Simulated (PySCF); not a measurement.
Isomers of C3H3NO2, mass 85.016 u with the commonest isotopes. Theory: PBE0-D3(BJ)/def2-SVP geometry optimisation, gas phase (PySCF 2.14.0). One conformer each, none proved a minimum here; rigid rotors.

**Question.** Order these by out-of-plane moment Σ m c² = (Ia + Ib − Ic)/2, smallest first.
A. `[N:1]#[C:2][CH2:3][O:4][CH:5]=[O:6]` with C2–C3–O4–C5 105°, C3–O4–C5–O6 1°
B. `[O:1]=[CH:2][O:3][C@@H:4]1[CH:5]=[N:6]1` with O1–C2–O3–C4 -2°, C2–O3–C4–C5 -21°
C. `[N:1]#[C:2][CH2:3][C:4](=[O:5])[OH:6]` with C2–C3–C4–O5 173°, C3–C4–O6–H -179°

**Answer.** C (1.80 u·Å²), B (10.43 u·Å²), A (17.53 u·Å²).

**Question.** Order these by rotational constant C, largest first.
A. `[O:1]=[CH:2][O:3][C@@H:4]1[CH:5]=[N:6]1` with O1–C2–O3–C4 -2°, C2–O3–C4–C5 -21°
B. `[N:1]#[C:2][CH2:3][O:4][CH:5]=[O:6]` with C2–C3–O4–C5 105°, C3–O4–C5–O6 1° (cyanomethyl formate)
C. `[N:1]#[C:2][CH2:3][C:4](=[O:5])[OH:6]` with C2–C3–C4–O5 173°, C3–C4–O6–H -179°

**Answer.** A (2739 MHz), B (1991 MHz), C (1923 MHz).

**Question.** Order these by rotational constant B, largest first.
A. `[N:1]#[C:2][CH2:3][C:4](=[O:5])[OH:6]` with C2–C3–C4–O5 173°, C3–C4–O6–H -179° (cyanoacetic acid)
B. `[N:1]#[C:2][CH2:3][O:4][CH:5]=[O:6]` with C2–C3–O4–C5 105°, C3–O4–C5–O6 1° (cyanomethyl formate)
C. `[O:1]=[CH:2][O:3][C@@H:4]1[CH:5]=[N:6]1` with O1–C2–O3–C4 -2°, C2–O3–C4–C5 -21°

**Answer.** C (3507 MHz), A (2345 MHz), B (2133 MHz).

```tsv
SMILES	point group	Ia (u·Å²)	Ib (u·Å²)	Ic (u·Å²)	κ	μa (D)	μb (D)	μc (D)
N#CCOC=O	C1	51.89	236.94	253.78	-0.96	1.97	2.42	1.05
O=CO[C@@H]1C=N1	C1	61.27	144.11	184.52	-0.72	0.21	0.30	1.55
N#CCC(=O)O	near Cs	50.93	215.48	262.82	-0.89	2.20	0.47	0.30
```
